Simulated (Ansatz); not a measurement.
Two shapes of doublet C2H3.

Shape 1:

```xyz
5

C    -0.0191   -0.0155   -0.6165
C     0.0037    0.0045    0.7217
H     0.0193    0.7334    1.5278
H    -0.0184   -1.0166   -1.2001
H    -0.0338    0.8589   -1.2028
```

Shape 2:

```xyz
5

C     0.0000   -0.0478   -0.5411
C     0.0000   -0.0417    0.6651
H     0.0000    0.6323    1.4082
H     0.0000   -0.9062   -1.0727
H     0.0000    0.8110   -1.0798
```

Basis set: 6-31G* (spherical functions). Correlated methods keep 2 orbitals frozen. Charge 0, multiplicity 2.

Computed with Ansatz (development build ahead of 0.2.0); each method stands on the lowest determinant of its kind that the runs found.

Question: Which shape is lower in energy, and by how much in each method?

Answer:

```json
{"method": "UHF", "E(2) − E(1) (eV)": "0.688"}
{"method": "UHF-MP2", "E(2) − E(1) (eV)": "0.546"}
```

Shape 1 is lower. Caution: the unrestricted determinant is spin contaminated.
